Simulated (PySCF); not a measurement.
These compounds are isomers of formula C4H8O.

A. `C=C(C)OC`
B. allyl methyl ether
C. `C/C=C\CO`

Spectrum 1. $^{1}$H NMR (500 MHz, computed): δ 5.81 (m, 1H), 5.75 (m, 1H), 4.70 (d, 2H), 1.69 (d, 3H), 0.26 (br s, 1H). $^{13}$C{$^{1}$H} NMR (computed): δ 142.1 (CH), 132.1 (CH), 65.4 (CH2), 16.7 (CH3).

Spectrum 2. $^{1}$H NMR (500 MHz, computed): δ 4.01 (dq, J = 3.8, 1.0 Hz, 1H), 3.74 (d, J = 3.8 Hz, 1H), 3.69 (s, 3H), 1.88 (d, J = 1.0 Hz, 3H). $^{13}$C{$^{1}$H} NMR (computed): δ 169.7 (C), 83.2 (CH2), 55.9 (CH3), 24.3 (CH3).

Spectrum 3. $^{1}$H NMR (500 MHz, computed): δ 6.22 (ddt, J = 18.1, 11.7, 7.0 Hz, 1H), 5.58 (dt, J = 18.1, 1.7 Hz, 1H), 5.52 (dt, J = 11.7, 1.5 Hz, 1H), 4.16 (dt, J = 7.0, 1.6 Hz, 2H), 3.39 (s, 3H). $^{13}$C{$^{1}$H} NMR (computed): δ 147.3 (CH), 125.4 (CH2), 79.0 (CH2), 58.4 (CH3).

- spin–spin couplings from B3LYP/pcJ-1 (spin–dipole term left out of most H,H and C,H couplings)
- shielding tensors at PBE0/pcSseg-1 (GIAO)
- GFN2-xTB structure
- run in PySCF
- fast rotation and ring inversion assumed for equivalent nuclei, gas phase, relativity neglected, single conformer

References, each an isolated molecule treated in the same way: $^{1}$H (σref 31.72) and $^{13}$C (σref 186.93) against TMS. Multiplet labels drop J under 1 Hz and among equivalent protons, and merge close values. Unscaled 3J(H,H) run several per cent high. Where no couplings were computed, multiplicities follow the n + 1 count of equivalent neighbours, and m marks all less simple cases (inequivalent or close neighbours, rings, F or P nearby). Shifts are as computed. Against solution values, carbons near 30 ppm lie about +3 ppm off and those near 130 ppm about +5 ppm. Of 1211 compounds with measured shifts, 218 miss one by over three times the rms of a fit or turn the order of signals round; such compounds aren't used in these exercises. OH and NH positions are gas-phase values without hydrogen bonding to other molecules.

**Question.** Which spectrum belongs to which compound?

**Answer.** 1–C, 2–A, 3–B.

- Spectrum 1 (C): 4 $^{13}$C signals; δC 142.1 is an alkene CH; δC 132.1 is an alkene CH.
- Spectrum 2 (A): 4 $^{13}$C signals; δC 169.7 is an alkene carbon bearing oxygen; δC 83.2 is a β carbon of an enol-ether or enamine type C=C.
- Spectrum 3 (B): 4 $^{13}$C signals; δC 147.3 is an alkene CH; δC 125.4 is a terminal =CH2 carbon.
